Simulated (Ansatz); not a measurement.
# SCl₂O₂: basis-set convergence

One table from this session's results is given with a row withheld; the runs are named, their logs left out.

The runs use Ansatz 0.2.0, Gaussian basis; one geometry, several basis sets.

Levels to be run: PBE0-D4/def2-SVP; ωB97M-V/def2-SVP; PBE0-D4/def2-QZVPP; ωB97M-V/def2-QZVPP; the functionals' def2-TZVPP values are taken from earlier runs.

### Structure used throughout

All runs share one geometry, relaxed beforehand with PBE0-D4 in a triple-zeta def2 set.

SMILES `O=S(=O)(Cl)Cl`, 5 atoms, charge 0, spin multiplicity 1.

Atoms are counted from 1 here; the program's logs count them from 0.

Bond lengths: O1–S2 1.416 Å, S2–O3 1.416 Å, S2–Cl4 2.013 Å, S2–Cl5 2.013 Å. Angles: O1–S2–O3 123.0°, O1–S2–Cl4 107.8°, O1–S2–Cl5 107.8°, O3–S2–Cl4 107.8°, O3–S2–Cl5 107.8°, Cl4–S2–Cl5 100.5°.

The first run:

in.yaml

```yaml
crystal:
  periodic: [false, false, false]
  atoms:
    - {symbol: O, position_ang: [0.866136, 0.300277, -1.246644]}
    - {symbol: S, position_ang: [-0.068541, 0.126818, -0.197772]}
    - {symbol: O, position_ang: [-1.381696, 0.653687, -0.241049]}
    - {symbol: Cl, position_ang: [-0.209637, -1.845229, 0.179877]}
    - {symbol: Cl, position_ang: [0.793728, 0.764446, 1.505577]}
basis:
  gaussian: {orbitals: def2-SVP}
hamiltonian: {xc: pbe0, dispersion: d4}
output: {orbitals: {seedname: orbitals}}
```

Steps of the session up to this table: PBE0-D4 in def2-SVP; ωB97M-V in def2-SVP; PBE0-D4 in def2-QZVPP; ωB97M-V in def2-QZVPP.

One table of the session follows, with a row left open; its other results are not shown here.

It belongs to the step «Functionals by basis». 

| functional | basis | HOMO (eV) | LUMO (eV) |
| --- | --- | --- | --- |
| PBE0-D4 | def2-SVP | -9.76 | -2.82 |
| PBE0-D4 | def2-TZVPP | -9.87 | -2.89 |
| PBE0-D4 | def2-QZVPP | -9.90 | -2.96 |
| ωB97M-V | def2-SVP | ? | ? |
| ωB97M-V | def2-TZVPP | -12.17 | -0.73 |
| ωB97M-V | def2-QZVPP | -12.22 | -0.84 |

Estimate the missing values for ωB97M-V, def2-SVP.

The run gave: HOMO (eV): -12.02; LUMO (eV): -0.56. In the column «HOMO (eV)» it lies between ωB97M-V, def2-TZVPP (-12.17) and PBE0-D4, def2-QZVPP (-9.90).
